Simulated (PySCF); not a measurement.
## Identify the compound

The spectra below were simulated for a compound C4H8FN.

1H NMR (600 MHz, computed): δ 4.04 (m, 2H), 3.49 (m, 2H), 1.59 (m, 3H), 0.25 (br s, 1H).

13C{1H} NMR (computed): δ 95.1 (C), 62.4 (CH2, 2C), 26.0 (CH3).

Computed data (PySCF 2.14.0 with density-fitted response routines): PBE0/pcSseg-1 with gauge-including orbitals, GFN2-xTB geometry. Gas phase, a single conformation, relativity neglected, rapidly exchanging positions averaged.

Referencing at the same level of theory: TMS for 1H, 13C.

Q: Deduce the structure.

A: 
1. The formula gives 1 degree of unsaturation (1 ring in the answer).
2. 3 carbon signals for 4 carbons: some carbons are equivalent by symmetry or fast rotation.
3. Carbon types of the structure: 1 × C, 2 × CH2, 1 × CH3, leaving 1 H on heteroatoms.
4. δC 95.1: fully substituted sp3 carbon bonded to F; the inductive effect lowers its shielding.
5. δC 62.4: sp3 CH2 bonded to N; deshielded by the electronegative neighbour.
6. δC 26.0: methyl carbon; saturated and bonded to C and H only.
7. δH 4.04, 3.49: hydrogen on an sp3 CH2 bonded to N; its carbon carries N, which withdraws density.
8. δH 1.59: hydrogen on a methyl carbon.
9. δH 0.25: hydrogen on an amine nitrogen; exchangeable; this is the value without hydrogen bonding to other molecules.

Structure: `C1(C)(F)CNC1`.

The data come from this structure; uniqueness wasn't tested.

OH and NH positions are those of a molecule without intermolecular hydrogen bonds; in solution they move with solvent, concentration and temperature, and exchange usually removes their couplings. Splittings by 19F in the carbon and heteronuclear signals aren't shown, as no couplings were computed. Shifts are as computed. Against solution values, carbons near 30 ppm lie about +3 ppm off and those near 130 ppm about +5 ppm. Of 1211 compounds with measured shifts, 218 miss one by over three times the rms of a fit or turn the order of signals round; such compounds aren't used in these exercises. Multiplicities follow the n + 1 count of equivalent neighbours, as no J values were calculated; m marks all less simple cases, F and P coupling included.
